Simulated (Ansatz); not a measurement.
Born–Oppenheimer molecular dynamics of C3H5NO (10 atoms, charge 0, multiplicity 1). It starts at the highest image of a converged band. Of that band: Neighbouring images differ by up to 2.9 eV, so the band resolves the path poorly. A vibrational analysis at the climbing image gives one clearly imaginary mode, 1066i cm⁻¹: a first-order saddle point.

Computed with UKS revPBE-D4/def2-SVP in Ansatz.

- ensemble: NVE (velocity Verlet)
- time step: 0.5 fs
- steps asked: 200
- starting velocities drawn for: 300 K
- seed: 10643

Frames 1 fs apart, positions in Å, forces in eV/Å.

Velocities at 45 fs (Å/ps):

```
N 5.15 2.66 -3.04
C 1.15 -8.40 10.15
C -9.28 -2.74 -13.03
C -1.88 2.31 2.61
O 2.14 4.91 1.52
H 4.09 -33.29 -22.86
H -4.23 -3.58 8.04
H -0.52 34.62 2.48
H 27.86 -9.41 8.45
H -13.54 1.88 25.13
```

```xyz
10
Properties=species:S:1:pos:R:3:forces:R:3 time_fs=45 energy_less_start_eV=-0.274 T=566
N -0.417 1.598 0.898 0.61 0.56 -0.98
C -0.731 0.254 0.857 -0.27 -1.37 0.46
C -0.058 -0.620 -0.336 0.25 0.65 1.08
C 1.202 -0.482 -1.048 0.65 0.31 -0.15
O 0.897 -1.562 -0.095 -0.55 0.08 -0.16
H -1.114 2.074 0.272 0.22 -0.02 0.37
H -0.269 -0.302 1.718 -0.22 0.21 -0.10
H -1.802 0.005 0.812 -0.52 -0.26 0.05
H 1.166 -0.753 -2.100 0.27 -0.33 -0.63
H 2.083 0.119 -0.739 -0.43 0.18 0.07
10
Properties=species:S:1:pos:R:3:forces:R:3 time_fs=46 energy_less_start_eV=-0.272 T=563
N -0.412 1.601 0.895 0.63 0.09 -0.86
C -0.730 0.245 0.867 -0.14 -0.84 0.15
C -0.067 -0.623 -0.348 0.22 0.54 1.29
C 1.200 -0.480 -1.046 0.67 0.22 -0.14
O 0.899 -1.557 -0.093 -0.70 0.10 -0.17
H -1.109 2.041 0.251 0.15 0.17 0.25
H -0.274 -0.305 1.726 -0.16 0.10 0.01
H -1.805 0.038 0.815 -0.60 -0.42 0.08
H 1.195 -0.764 -2.095 0.25 -0.28 -0.62
H 2.068 0.122 -0.714 -0.32 0.29 0.02
10
Properties=species:S:1:pos:R:3:forces:R:3 time_fs=47 energy_less_start_eV=-0.261 T=553
N -0.406 1.603 0.891 0.65 -0.38 -0.72
C -0.730 0.236 0.878 -0.25 -0.32 -0.23
C -0.076 -0.625 -0.360 0.22 0.44 1.47
C 1.199 -0.477 -1.043 0.64 0.06 -0.35
O 0.901 -1.552 -0.092 -0.83 0.13 -0.17
H -1.102 2.010 0.232 0.07 0.35 0.11
H -0.281 -0.307 1.734 -0.08 -0.04 0.16
H -1.814 0.067 0.818 -0.45 -0.52 0.12
H 1.227 -0.778 -2.095 0.21 -0.15 -0.37
H 2.049 0.128 -0.688 -0.18 0.42 -0.03
10
Properties=species:S:1:pos:R:3:forces:R:3 time_fs=48 energy_less_start_eV=-0.237 T=529
N -0.400 1.606 0.886 0.64 -0.81 -0.58
C -0.729 0.226 0.888 -0.52 0.17 -0.62
C -0.085 -0.627 -0.370 0.25 0.34 1.62
C 1.199 -0.474 -1.041 0.62 -0.13 -0.64
O 0.902 -1.547 -0.091 -0.94 0.15 -0.17
H -1.095 1.981 0.214 0.01 0.49 -0.01
H -0.288 -0.309 1.743 0.01 -0.16 0.30
H -1.827 0.092 0.823 -0.13 -0.59 0.16
H 1.260 -0.793 -2.099 0.15 0.03 0.01
H 2.029 0.137 -0.663 -0.07 0.50 -0.08
10
Properties=species:S:1:pos:R:3:forces:R:3 time_fs=49 energy_less_start_eV=-0.198 T=492
N -0.393 1.608 0.882 0.57 -1.16 -0.50
C -0.728 0.216 0.898 -0.82 0.59 -0.93
C -0.093 -0.628 -0.379 0.31 0.24 1.73
C 1.199 -0.472 -1.039 0.62 -0.26 -0.86
O 0.902 -1.542 -0.089 -1.03 0.17 -0.17
H -1.087 1.958 0.196 0.01 0.55 -0.06
H -0.295 -0.313 1.755 0.06 -0.23 0.36
H -1.841 0.110 0.829 0.23 -0.63 0.21
H 1.295 -0.808 -2.103 0.05 0.22 0.38
H 2.008 0.151 -0.638 -0.01 0.53 -0.15
10
Properties=species:S:1:pos:R:3:forces:R:3 time_fs=50 energy_less_start_eV=-0.158 T=453
N -0.386 1.609 0.876 0.43 -1.44 -0.48
C -0.729 0.207 0.907 -1.01 0.90 -1.10
C -0.102 -0.629 -0.387 0.40 0.14 1.79
C 1.199 -0.470 -1.038 0.67 -0.29 -0.90
O 0.902 -1.537 -0.088 -1.08 0.18 -0.17
H -1.080 1.940 0.178 0.08 0.56 -0.03
H -0.302 -0.318 1.771 0.07 -0.22 0.29
H -1.853 0.123 0.837 0.51 -0.66 0.24
H 1.330 -0.820 -2.104 -0.05 0.36 0.62
H 1.987 0.171 -0.615 -0.02 0.47 -0.26
10
Properties=species:S:1:pos:R:3:forces:R:3 time_fs=51 energy_less_start_eV=-0.126 T=423
N -0.379 1.610 0.871 0.25 -1.66 -0.51
C -0.730 0.199 0.915 -1.01 1.10 -1.11
C -0.110 -0.630 -0.393 0.51 0.05 1.82
C 1.200 -0.468 -1.038 0.71 -0.20 -0.72
O 0.901 -1.531 -0.087 -1.11 0.20 -0.18
H -1.072 1.927 0.159 0.18 0.52 0.06
H -0.309 -0.326 1.789 0.03 -0.13 0.10
H -1.860 0.129 0.848 0.65 -0.67 0.24
H 1.365 -0.829 -2.098 -0.14 0.44 0.69
H 1.966 0.195 -0.595 -0.08 0.34 -0.38
10
Properties=species:S:1:pos:R:3:forces:R:3 time_fs=52 energy_less_start_eV=-0.108 T=405
N -0.371 1.609 0.865 0.09 -1.83 -0.55
C -0.732 0.191 0.922 -0.84 1.21 -1.01
C -0.117 -0.631 -0.398 0.65 -0.03 1.80
C 1.202 -0.466 -1.038 0.71 0.00 -0.35
O 0.900 -1.526 -0.087 -1.10 0.22 -0.17
H -1.062 1.919 0.141 0.28 0.45 0.16
H -0.315 -0.335 1.808 -0.02 0.01 -0.15
H -1.861 0.129 0.860 0.62 -0.66 0.21
H 1.399 -0.834 -2.086 -0.22 0.44 0.57
H 1.944 0.222 -0.578 -0.15 0.18 -0.50
10
Properties=species:S:1:pos:R:3:forces:R:3 time_fs=53 energy_less_start_eV=-0.101 T=398
N -0.363 1.607 0.859 -0.04 -1.97 -0.56
C -0.735 0.184 0.929 -0.53 1.29 -0.88
C -0.124 -0.632 -0.401 0.79 -0.10 1.74
C 1.204 -0.464 -1.039 0.61 0.26 0.15
O 0.898 -1.520 -0.086 -1.07 0.23 -0.16
H -1.049 1.915 0.124 0.33 0.38 0.25
H -0.321 -0.344 1.825 -0.06 0.14 -0.40
H -1.856 0.122 0.875 0.41 -0.62 0.16
H 1.430 -0.835 -2.069 -0.25 0.36 0.28
H 1.920 0.251 -0.566 -0.19 0.02 -0.58
10
Properties=species:S:1:pos:R:3:forces:R:3 time_fs=54 energy_less_start_eV=-0.097 T=394
N -0.356 1.603 0.852 -0.09 -2.10 -0.51
C -0.738 0.179 0.934 -0.14 1.35 -0.78
C -0.131 -0.634 -0.403 0.92 -0.15 1.64
C 1.206 -0.461 -1.039 0.40 0.53 0.70
O 0.895 -1.515 -0.085 -1.00 0.24 -0.13
H -1.034 1.915 0.110 0.32 0.32 0.28
H -0.328 -0.352 1.839 -0.05 0.24 -0.56
H -1.848 0.110 0.891 0.07 -0.56 0.09
H 1.459 -0.832 -2.049 -0.24 0.23 -0.11
H 1.895 0.280 -0.559 -0.18 -0.11 -0.60
10
Properties=species:S:1:pos:R:3:forces:R:3 time_fs=55 energy_less_start_eV=-0.094 T=391
N -0.348 1.598 0.845 -0.09 -2.22 -0.40
C -0.741 0.174 0.940 0.23 1.44 -0.76
C -0.137 -0.635 -0.404 1.04 -0.18 1.51
C 1.209 -0.459 -1.039 0.10 0.75 1.15
O 0.892 -1.509 -0.085 -0.90 0.23 -0.09
H -1.015 1.918 0.099 0.25 0.26 0.25
H -0.335 -0.357 1.848 0.01 0.29 -0.62
H -1.838 0.093 0.908 -0.31 -0.48 0.01
H 1.486 -0.827 -2.030 -0.22 0.09 -0.50
H 1.868 0.308 -0.558 -0.11 -0.18 -0.55
10
Properties=species:S:1:pos:R:3:forces:R:3 time_fs=56 energy_less_start_eV=-0.096 T=393
N -0.341 1.592 0.838 -0.03 -2.32 -0.25
C -0.744 0.171 0.944 0.44 1.54 -0.84
C -0.142 -0.636 -0.403 1.11 -0.19 1.36
C 1.212 -0.456 -1.038 -0.23 0.84 1.36
O 0.888 -1.503 -0.084 -0.76 0.21 -0.02
H -0.994 1.923 0.090 0.12 0.23 0.18
H -0.342 -0.360 1.850 0.13 0.27 -0.55
H -1.832 0.070 0.925 -0.59 -0.38 -0.07
H 1.511 -0.822 -2.016 -0.22 -0.02 -0.74
H 1.840 0.334 -0.562 0.03 -0.18 -0.44
```

Of the whole run (100 fs, mean temperature of the second half 625 K): The conserved energy stayed within 0.077 meV per atom of its start (net change 0.077 meV per atom), so the integration is sound. The kinetic energy rose, since the run started high on the potential surface and went downhill. A run of 0.1 ps of so small a system gives no equilibrium averages. The orbitals were unrestricted but ended closed-shell.

The run took 4.9 min on 2 threads of INTEL(R) XEON(R) PLATINUM 8581C CPU @ 2.30GHz (Emerald Rapids), on a shared host, peak memory 0.23 GiB.
